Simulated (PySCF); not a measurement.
Start geometry of `O=C/C=C(/[O-])Cl` from GFN2-xTB (Å):
```
atom  x, y, z in Å
O1    -2.202   -0.941    0.148
C2    -1.242   -0.175    0.046
C3     0.113   -0.546    0.051
C4     1.224    0.252   -0.059
O5     2.408    0.027   -0.065
Cl6    0.806    2.083   -0.237
H7    -1.436    0.911   -0.061
H8     0.337   -1.602    0.153
```

What comes out of this run: PBE0-D3(BJ)/def2-TZVP geometry optimisation, gas phase (PySCF 2.14.0)?

```
atom  x, y, z in Å
O1    -1.7428    0.3717    0.5225
C2    -0.7860    1.1450    0.4242
C3     0.5766    0.7717    0.4343
C4     1.6990    1.5807    0.3285
O5     2.8774    1.3611    0.3264
Cl6    1.2725    3.4613    0.1447
H7    -0.9736    2.2314    0.3178
H8     0.8057   -0.2852    0.5374
```

The energy falls by 2.0 kJ/mol over 5 energy and gradient evaluations, the largest force component goes from 0.0155 to 4.5e-04 Eh/bohr, and the atoms move by 0.019 Å rms after alignment. The bond that changes most is C4–Cl6 (vinylic C–Cl carbon to vinyl chlorine), which lengthens by 0.051 Å. Bonds longer at the end by more than 0.005 Å: 3 of 7; shorter: 1. Rotational constants go from 5221, 1830, 1355 to 5055, 1799, 1327 MHz. The orientation of the end geometry is arbitrary; only internal coordinates are fixed.

The run used 204 basis functions and 41 SCF cycles in all.

Whether it is a minimum is left open (no frequencies). One conformer (not necessarily the lowest) at the PBE0-D3(BJ)/def2-TZVP geometry, without solvent, vibrations or thermal averaging.
